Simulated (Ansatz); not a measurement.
Multireference treatment of HClO, singlet

Computed with Ansatz's Gaussian-basis code (development build); CASPT2, NEVPT3, NEVPT4(SD) by development code. Basis aug-cc-pVDZ on O/H, aug-cc-pV(D+d)Z on Cl, nonrelativistic, 6 orbitals frozen in the corrections. State-specific CASSCF; RHF is the lowest restricted (open-shell) Hartree–Fock solution met. Single-reference values can break down or jump between states where bonds are stretched. Solutions may break the symmetry of the shape. Lower solutions, or ones in other orbitals, may exist.

Geometry. A bond is stretched, to 1.43 times the sum of the covalent radii.

```xyz
3

O     0.0000    0.1148   -1.5584
H     0.0000   -0.8275   -1.8213
Cl    0.0000   -0.0053    0.8405
```

(1) What do CASSCF and its corrections give against RHF in CAS(2,2), and what are the occupations?

(2) How do single-reference totals in the same basis and frozen core stand against SC-NEVPT2 in CAS(2,2)?

(3) Roughly how much CPU time does a whole run from the default start take (median of such runs, summed over threads; nearly all runs on one pinned thread of a shared server, mostly Xeon at 2.3 to 2.6 GHz, by a development driver)?

Answers

(1) CASSCF -2.792 eV, SC-NEVPT2 -11.149 eV, FIC-NEVPT2 -11.153 eV, NEVPT3 -11.867 eV, NEVPT4(SD) -12.099 eV, CASPT2 (IPEA 0) -11.409 eV; occupations 1.56, 0.44. The MRCI reference weight is 0.906.

(2) CCSD(T) -1.013 eV, CCSDT -1.006 eV. Coupled cluster stands on the determinant that it favours, which can lie over the RHF solution above, and is in doubt where the occupations are far from 0, 1 and 2.

(3) CAS(2,2): about 2.1 s. Other jobs ran beside these, and the count of passes differs.
